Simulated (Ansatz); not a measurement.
**One shape, several levels: doublet CH4BN−**

We compute a comparison of 4 runs (UHF/3-21G, UHF/def2-SVPD, UB3LYP/6-31G*, UMP2/def2-SVPD) of doublet CH4BN−. 

The calculation is run with Ansatz 0.2.0.

15 further runs of the same task are left out: 15 set aside as unsound or not needed.

## Step 1: The system as given

The species is CH4BN− (7 atoms), meant as a doublet with charge -1. SMILES of the parent species: `[BH3-][N+]#C`. The coordinates come from a GFN2-xTB relaxation. That shape belongs to the parent species and isn't relaxed for this state.

Bond lengths: B1–N2 1.446 Å, N2–C3 1.149 Å, B1–H4 1.191 Å, B1–H5 1.191 Å, B1–H6 1.191 Å, C3–H7 1.052 Å. Angles: B1–N2–C3 179.8°, N2–B1–H4 105.9°, N2–B1–H5 105.9°, N2–B1–H6 105.8°, N2–C3–H7 179.8°, H4–B1–H5 112.8°, H4–B1–H6 112.8°, H5–B1–H6 112.8°.

## Step 2: The energy at UHF/3-21G (run 1)

input.yaml reads:

```yaml
crystal:
  periodic: [false, false, false]
  atoms:
    - {symbol: B, position_ang: [-0.679270, 0.619350, -0.271430]}
    - {symbol: N, position_ang: [0.343100, -0.317340, 0.137940]}
    - {symbol: C, position_ang: [1.158210, -1.058740, 0.463380]}
    - {symbol: H, position_ang: [-1.600190, -0.041380, -0.638300]}
    - {symbol: H, position_ang: [-0.196850, 1.266380, -1.147890]}
    - {symbol: H, position_ang: [-0.931780, 1.266950, 0.696120]}
    - {symbol: H, position_ang: [1.906790, -1.735220, 0.760180]}
basis:
  gaussian:
    orbitals: 3-21G.json
total_charge: -1
magnetization:
  spin_polarized: true
  initial_magnetization: 1
output: {orbitals: {seedname: orbitals}}
accuracy: high
hamiltonian:
  xc: hf
```

The basis set 3-21G is read from a file made from the Basis Set Exchange's data (not shown).

Started as:

```sh
$ ansatz run input.yaml --threads 1 --pin off --max-ram 2610MiB --events-out events.jsonl --progress --plain --runs-dir runs
```

Log:

```text
Warning: RAYON_NUM_THREADS=1 ignored (pool sized by the plan → 1); use --threads N
Functional definition: HF
  name "HF"
  exchange = exact_x
  correlation = 0
816 factors; integrals over basis functions are off by at most 5.0e-9 eV
mean field evaluation 1: about -3223.1388 eV, gradient 1.3e1 eV
mean field evaluation 2: about -3223.4757 eV, gradient 1.3e1 eV
mean field evaluation 4: about -3224.8880 eV, gradient 1.4e0 eV
mean field evaluation 8: about -3224.9163 eV, gradient 3.9e-3 eV
mean field evaluation 16: about -3224.9164 eV, gradient 3.4e-4 eV
mean field evaluation 32: about -3224.9158 eV, gradient 2.1e-2 eV
mean field evaluation 64: about -3224.8971 eV, gradient 6.5e-1 eV
mean field evaluation 96: about -3224.9152 eV, gradient 1.0e-3 eV
mean field evaluation 128: about -3224.7286 eV, gradient 4.5e0 eV
mean field evaluation 160: about -3224.5188 eV, gradient 1.4e0 eV
mean field -3224.91635883 eV, -118.5134902602 hartree, gradient 3.7e-8 eV, S^2 0.759216; 3 other end points of the search recorded, 0 dependent functions left out
reference -3224.91635883 eV, -118.5134902602 hartree; 12, 11 occupied and 23, 24 virtual orbitals, 816 factors
Total energy: -3224.91635883 eV, -118.5134902602 hartree
```

Wall time 0.78 s (1 thread of Intel Xeon 6975P-C (Granite Rapids), shared host).

## Step 3: A single-point energy at UHF/def2-SVPD (run 2)

molecule.yaml reads:

```yaml
crystal:
  periodic: [false, false, false]
  atoms:
    - {symbol: B, position_ang: [-0.679270, 0.619350, -0.271430]}
    - {symbol: "N", position_ang: [0.343100, -0.317340, 0.137940]}
    - {symbol: C, position_ang: [1.158210, -1.058740, 0.463380]}
    - {symbol: H, position_ang: [-1.600190, -0.041380, -0.638300]}
    - {symbol: H, position_ang: [-0.196850, 1.266380, -1.147890]}
    - {symbol: H, position_ang: [-0.931780, 1.266950, 0.696120]}
    - {symbol: H, position_ang: [1.906790, -1.735220, 0.760180]}
basis:
  gaussian: {orbitals: def2-SVPD}
accuracy: high
output: {orbitals: {seedname: orbitals}}
hamiltonian: {xc: hf}
total_charge: -1
magnetization: {spin_polarized: true, initial_magnetization: 1}
```

Started as:

```sh
$ ansatz run molecule.yaml --threads 1 --pin off --max-ram 2610MiB --events-out events.jsonl --progress --plain --runs-dir runs
```

Log, cut to the lines that bear on the results:

```text
Warning: RAYON_NUM_THREADS=1 ignored (pool sized by the plan → 1); use --threads N
[... 2 set-up lines as earlier in the session ...]
[...]
1864 factors; integrals over basis functions are off by at most 3.1e-9 eV
[...]
mean field -3241.35912813 eV, -119.1177508867 hartree, gradient 2.8e-8 eV, S^2 0.762191; 7 other end points of the search recorded, 0 dependent functions left out
reference -3241.35912813 eV, -119.1177508867 hartree; 12, 11 occupied and 80, 81 virtual orbitals, 1864 factors
Total energy: -3241.35912813 eV, -119.1177508867 hartree
```

Wall time 24 s (1 thread of Intel Xeon 6975P-C (Granite Rapids), shared host); peak memory 0.27 GiB.

## Step 4: A single-point energy at UB3LYP/6-31G(d) (spherical functions) (run 3)

molecule.yaml, as its differences from that of step 3:

```diff
@@ -11,7 +11,11 @@
 basis:
-  gaussian: {orbitals: def2-SVPD}
+  gaussian:
+    orbitals: 6-31Gs-spherical.json
+hamiltonian:
+  xc: {name: B3LYP}
+total_charge: -1
 accuracy: high
 output: {orbitals: {seedname: orbitals}}
-hamiltonian: {xc: hf}
-total_charge: -1
-magnetization: {spin_polarized: true, initial_magnetization: 1}
+magnetization:
+  spin_polarized: true
+  initial_magnetization: 1
```

The basis set 6-31G* is read from a file made from the Basis Set Exchange's data (not shown).

Started as:

```sh
$ ansatz run molecule.yaml --threads 1 --pin off --max-ram 2610MiB --events-out events.jsonl --progress --plain --runs-dir runs
```

Log:

```text
Warning: RAYON_NUM_THREADS=1 ignored (pool sized by the plan → 1); use --threads N
Functional definition: B3LYP
  name "B3LYP"
  parameter a0 = 0.2
  parameter ax = 0.72
  parameter ac = 0.81
  exchange = (1 - a0 - ax)*slater_x + ax*b88_x + a0*exact_x
  correlation = (1 - ac)*vwn_rpa_c + ac*lyp_c
1143 factors; integrals over basis functions are off by at most 3.1e-9 eV
mean field evaluation 1: about -3263.8686 eV, gradient 1.3e1 eV
mean field evaluation 2: about -3264.2949 eV, gradient 1.1e1 eV
mean field evaluation 4: about -3265.0180 eV, gradient 8.7e-1 eV
mean field evaluation 8: about -3265.1720 eV, gradient 3.0e-2 eV
mean field evaluation 16: about -3265.1721 eV, gradient 3.6e-4 eV
mean field evaluation 32: about -3265.1721 eV, gradient 1.9e-5 eV
mean field evaluation 64: about -3265.1714 eV, gradient 3.4e-1 eV
mean field -3265.17207727 eV, -119.9928606265 hartree, gradient 2.7e-8 eV, S^2 0.752518; 2 other end points of the search recorded, 0 dependent functions left out
reference -3265.17210864 eV, -119.9928617793 hartree; 12, 11 occupied and 38, 39 virtual orbitals, 1143 factors
Total energy: -3265.17210864 eV, -119.9928617793 hartree
```

Run time: 21 s. Hardware: 1 thread of Intel Xeon 6975P-C (Granite Rapids), shared host; peak memory 0.2 GiB.

## Step 5: A single-point energy at UMP2/def2-SVPD (run 4)

molecule.yaml, as its differences from that of step 4:

```diff
@@ -12,8 +12,4 @@
   gaussian:
-    orbitals: 6-31Gs-spherical.json
-hamiltonian:
-  xc: {name: B3LYP}
+    orbitals: def2-SVPD
 total_charge: -1
-accuracy: high
-output: {orbitals: {seedname: orbitals}}
 magnetization:
@@ -21 +17,5 @@
   initial_magnetization: 1
+correlation:
+  method: mp2
+  frozen_orbitals: {B: 1, C: 1, H: 0, "N": 1}
+accuracy: high
```

Started as:

```sh
$ ansatz run molecule.yaml --threads 1 --pin off --max-ram 2610MiB --events-out events.jsonl --progress --plain --runs-dir runs
```

Log, cut to the lines that bear on the results:

```text
Warning: RAYON_NUM_THREADS=1 ignored (pool sized by the plan → 1); use --threads N
[... 2 set-up lines as earlier in the session ...]
[...]
1864 factors; integrals over basis functions are off by at most 3.1e-9 eV
[...]
mean field -3241.35912813 eV, -119.1177508867 hartree, gradient 1.7e-10 eV, S^2 0.762191; 18 other end points of the search recorded, 0 dependent functions left out
3 core orbitals not correlated: weight in the atoms' cores, before any rotation towards them, 1.000 or more for the frozen orbitals, at most 0.000 for the correlated occupied ones
reference -3241.35912813 eV, -119.1177508867 hartree; 9, 8 occupied and 80, 81 virtual orbitals, 1864 factors
second order -11.34327774 eV of doubles, -0.00000000 eV of singles
Total energy: -3252.70240587 eV, -119.5346086549 hartree
```

Wall time 25 s (1 thread of Intel Xeon 6975P-C (Granite Rapids), shared host); peak memory 0.28 GiB.

## Step 6: Overview of the runs

```csv
run,level,frozen core orbitals,energy (Eh),HOMO energy (eV),LUMO energy (eV),⟨S²⟩,wall time
1,UHF/3-21G,–,-118.513490,1.20,11.57,0.759,0.78 s
2,UHF/def2-SVPD,–,-119.117751,0.51,6.08,0.762,24 s
3,UB3LYP/6-31G* (spherical functions),–,-119.992862,4.71,6.87,0.753,21 s
4,UMP2/def2-SVPD,3,-119.534609,–,–,0.762,25 s
```

## Step 7: Outcome

| quantity | value |
| --- | --- |
| run 4: total energy | -119.53461 Eh |
| run 4: correlation energy (3 core orbitals frozen) | -416.9 mEh |
| run 4: ⟨S²⟩ of the reference determinant | 0.762 |

What this shows: In runs 1, 2, 3 the HOMO lies above zero, so the outermost electron may be held by the basis alone. All runs together took 70 s, the longest 25 s.
